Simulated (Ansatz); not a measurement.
A made-up structure of Al2NH5, closed shell:

Al1  (-1.137, 1.054, -0.477)
N2  (0.452, 0.405, 0.013)
Al3  (0.908, -1.260, 0.471)
H4  (-2.359, 0.049, -0.527)
H5  (-1.259, 2.593, -0.837)
H6  (0.393, -1.469, 1.885)
H7  (2.413, -1.560, 0.869)
H8  (-0.225, -2.364, 0.454)
(Å)

It is relaxed with PBE-D4/def2-SVP and then PBE0-D4/def2-TZVP (Ansatz 0.2.0). Atoms count as bonded within 1.22 times the sum of their covalent radii (H–H: 0.88 Å). The end point is not checked to be a true minimum.

Problem. Does its bonding change? (A judgement: the text doesn't fix the answer.)

Solution. Computed: Yes. Formed: H6–H8; broken: Al3–H6, Al3–H8.

Where it ends: The first stage lowers the energy by 3.30 eV in 36 steps. It ends as a complex of Al₂NH₃ ([AlH][N][AlH2]) + H₂:
```xyz
8
angstrom
Al -1.2755 1.1421 -0.6682
N -0.0426 0.0120 -0.1642
Al 1.2484 -0.9668 0.1426
H -2.3648 0.7295 -1.7564
H -1.3493 2.6040 -0.0368
H -0.0494 -1.8766 1.8952
H 2.5445 -1.8248 0.3141
H 0.4750 -2.3693 2.1246
```

Labels in which every atom is bracketed show which atoms are joined, not bond orders.

For scale, one of the runs: PBE0-D4/def2-TZVP relaxation, 135 basis functions, launched by `ansatz run in.yaml --threads 2 --pin off --events-out ev --progress --plain --max-ram 4352MiB`. The run took about 24 s on 2 CPU threads of an Arm Neoverse V2 (shared host).
